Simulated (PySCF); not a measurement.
# doublet C2H5N+ at 5 levels

We compute a comparison of 5 runs (U-r2SCAN/def2-SVPD, UBLYP/def2-SVPD, UM06-L/def2-SVPD, UPBE0/def2-SVPD, UCCSD(T)/def2-SVPD) of doublet C2H5N+. The job is set up through a Python script.

The results are computed with PySCF 2.14.0.

## Step 1: The system as given

The species is C2H5N+ (8 atoms), meant as a doublet with charge +1. As SMILES of the parent species, `C1CN1`. Geometry: relaxed at PBE0-D4/def2-TZVP. That shape belongs to the parent species and isn't relaxed for this state.

Bond lengths: C1–C2 1.474 Å, C1–N3 1.458 Å, C2–N3 1.458 Å, C1–H4 1.085 Å, C1–H5 1.084 Å, C2–H6 1.084 Å, C2–H7 1.085 Å, N3–H8 1.013 Å. Some angles: C1–C2–N3 59.6°, C2–C1–N3 59.6°, C1–N3–C2 60.7°, C1–C2–H6 119.8°, C1–C2–H7 117.8°, N3–C2–H6 114.9°, N3–C2–H7 118.8°, C2–C1–H4 117.8°, C2–C1–H5 119.8°, N3–C1–H4 118.8°.

## Step 2: A single-point energy at U-r2SCAN/def2-SVPD (run 1)

File run.py:

```python
from pyscf import gto, dft

molecule = gto.M(
    atom=[
    ('C', (-0.441950, 0.372860, -0.526630)),
    ('C', (0.701820, 0.041300, 0.342680)),
    ('N', (-0.646410, -0.379240, 0.705850)),
    ('H', (-0.523890, -0.146250, -1.476300)),
    ('H', (-0.850360, 1.377350, -0.521460)),
    ('H', (1.130680, 0.803020, 0.984310)),
    ('H', (1.406100, -0.705720, -0.009460)),
    ('H', (-0.775990, -1.363310, 0.501020)),
],
    basis='def2-svpd',
    charge=1,
    spin=1,
    max_memory=1860,
    verbose=3,
)

calc0 = dft.UKS(molecule)
calc0.xc = 'r2scan'
calc0.grids.level = 5
calc0.conv_tol = 1e-10
calc0.kernel()
if not calc0.converged:
    calc0 = calc0.newton().run(calc0.mo_coeff, calc0.mo_occ)

energy = calc0.e_tot
print(f'total energy: {energy:.8f} hartree')
```

Launch:

```sh
$ OMP_NUM_THREADS=1 python run.py
```

Log:

```text
WARN: HOMO -0.309578005980783 >= LUMO -0.309578005980782

converged SCF energy = -133.392195970305  <S^2> = 0.75464546  2S+1 = 2.0046401
total energy: -133.39219597 hartree
```

Wall time 87 s (1 thread of Arm Neoverse V1, shared host); peak memory 0.57 GiB.

## Step 3: The energy at UBLYP/def2-SVPD (run 2)

File run.py:

```python
from pyscf import gto, dft

system = gto.M(
    atom='''
C       -0.441950       0.372860      -0.526630
C        0.701820       0.041300       0.342680
N       -0.646410      -0.379240       0.705850
H       -0.523890      -0.146250      -1.476300
H       -0.850360       1.377350      -0.521460
H        1.130680       0.803020       0.984310
H        1.406100      -0.705720      -0.009460
H       -0.775990      -1.363310       0.501020
''',
    basis='def2-svpd',
    charge=1,
    spin=1,
    verbose=3,
    max_memory=1860,
)

ks = dft.UKS(system)
ks.xc = 'blyp'
ks.grids.level = 5
ks.conv_tol = 1e-10
ks.kernel()
if not ks.converged:
    ks = ks.newton().run(ks.mo_coeff, ks.mo_occ)

e_final = ks.e_tot
print('E = %.10f Eh' % e_final)
```

Launch:

```sh
$ OMP_NUM_THREADS=1 python run.py
```

Log:

```text
converged SCF energy = -133.414407810935  <S^2> = 0.75206086  2S+1 = 2.0020598
E = -133.4144078109 Eh
```

It took 32 s on 1 thread of Arm Neoverse V1, shared host; peak memory 0.52 GiB.

Runs 3 to 4 aren't shown in full; the table further down has their settings and results.

## Step 4: The energy at UCCSD(T)/def2-SVPD (run 5)

File run.py:

```python
from pyscf import gto, scf, cc

mol = gto.M(
    atom='''
C     -0.835164     0.704603    -0.995186
C      1.326248     0.078046     0.647571
N     -1.221538    -0.716660     1.333863
H     -0.990009    -0.276372    -2.789803
H     -1.606948     2.602814    -0.985417
H      2.136676     1.517488     1.860076
H      2.657144    -1.333618    -0.017877
H     -1.466409    -2.576283     0.946791
''',
    unit='bohr',
    spin=1,
    verbose=4,
    charge=1,
    max_memory=1860,
    basis='def2-svpd',
)

calc0 = scf.UHF(mol)
calc0.conv_tol = 1e-10
calc0.kernel()
if not calc0.converged:
    calc0 = calc0.newton().run(calc0.mo_coeff, calc0.mo_occ)

mycc = cc.CCSD(calc0, frozen=3)
mycc.kernel()
e_t = mycc.ccsd_t()
e_tot = mycc.e_tot + e_t
print('E(%s) = %.9f' % ('CCSD(T)', e_tot))
```

Launch:

```sh
$ OMP_NUM_THREADS=1 python run.py
```

Log:

```text
PySCF version 2.14.0

[... 108 lines left out ...]
converged SCF energy = -132.633241121892  <S^2> = 0.76139369  2S+1 = 2.0113614
[... 12 lines left out ...]
Init t2, MP2 energy = -0.41854457385739
[... 18 lines left out ...]
UCCSD converged
[... 2 lines left out ...]
E(CCSD(T)) = -133.108189154
```

It took 3.9 min on 1 thread of Arm Neoverse V1, shared host; peak memory 3.9 GiB.

## Step 5: Overview of the runs

| run | level | integration grid | frozen core orbitals | energy (Eh) | HOMO energy (eV) | LUMO energy (eV) | ⟨S²⟩ | wall time |
| --- | --- | --- | --- | --- | --- | --- | --- | --- |
| 1 | U-r2SCAN/def2-SVPD | 5 | – | -133.392196 | -15.61 | -13.05 | 0.755 | 87 s |
| 2 | UBLYP/def2-SVPD | 5 | – | -133.414408 | -15.05 | -13.48 | 0.752 | 32 s |
| 3 | UM06-L/def2-SVPD | 5 | – | -133.458979 | -15.44 | -13.23 | 0.754 | 86 s |
| 4 | UPBE0/def2-SVPD | 5 | – | -133.316744 | -16.74 | -12.22 | 0.754 | 35 s |
| 5 | UCCSD(T)/def2-SVPD | – | 3 | -133.108189 | -20.05 | -6.64 | 0.761 | 3.9 min |

## Step 6: Summary of results

```
                                                         quantity          value
                                              run 5: total energy  -133.10819 Eh
run 5: HOMO energy (Hartree–Fock orbitals) (highest over α and β)      -20.05 eV
 run 5: LUMO energy (Hartree–Fock orbitals) (lowest over α and β)       -6.64 eV
               run 5: correlation energy (3 core orbitals frozen)     -474.9 mEh
                                            run 5: (T) correction     -15.72 mEh
                         run 5: ⟨S²⟩ of the reference determinant          0.761
                                             run 5: T1 diagnostic          0.024
```

In words: Totals of different functionals can't be ranked against each other. All runs together took 7.9 min, the longest 3.9 min.
